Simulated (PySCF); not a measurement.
This PySCF input asks for the NMR shieldings of `O`, H$_{2}$O; the geometry comes from GFN2-xTB.

```python
import basis_set_exchange as bse
import numpy as np
from pyscf import gto, dft
from pyscf.prop import nmr

atoms = """
O     0.004291    0.378521   -0.002555
H    -0.768585   -0.189524   -0.011120
H     0.775774   -0.191535    0.001121
"""
names = dict.fromkeys(["O", "H"], "3-21G")
basis = {el: gto.basis.parse(bse.get_basis(n, elements=[el], fmt="nwchem")) for el, n in names.items()}
mol = gto.M(atom=atoms, basis=basis, charge=0, verbose=0)
mf = dft.RKS(mol, xc="HYB_GGA_XC_WP04")
mf.grids.level = 2
mf.grids.alignment = dft.numint.BLKSIZE   # the property module wants whole blocks of grid points
mf.conv_tol = 1e-9
mf.kernel()

calc = nmr.RKS(mf)   # GIAO
C = mf.mo_coeff
Co = C[:, mf.mo_occ > 0]
resp = mf.gen_response(singlet=True, hermi=2)
def vind(x):   # induced exchange potential for any number of trial vectors
    d = np.einsum("pi,xij,qj->xpq", C, 2 * x.reshape(-1, C.shape[1], Co.shape[1]), Co, optimize=True)
    return np.einsum("xpq,pi,qj->xij", resp(d - d.transpose(0, 2, 1)), C, Co, optimize=True).ravel()
mo1, _ = nmr.rhf.solve_mo1(calc, with_cphf=vind)
sigma = calc.kernel(mo1)
for i, s in enumerate(sigma):   # ppm
    w = np.linalg.eigvalsh((s + s.T) / 2)
    print("%2d %-2s iso %8.1f  s11 %8.1f  s22 %8.1f  s33 %8.1f" % (i, mol.atom_pure_symbol(i), w.mean(), *w))
```

**Question.** What does it print?

**Answer.** 
```
 0 O  iso    319.6  s11    298.6  s22    317.6  s33    342.5
 1 H  iso     33.0  s11     26.6  s22     28.6  s33     43.6
 2 H  iso     33.0  s11     26.6  s22     28.6  s33     43.6
```

These numbers come from an equivalent density-fitted implementation of the same equations, which agrees with the script to about 0.01 ppm for H and up to a few tenths of a ppm for heavy atoms, so last digits may differ.

Size and cost of the density-fitted run: 13 basis functions, about 0.1 core-seconds.
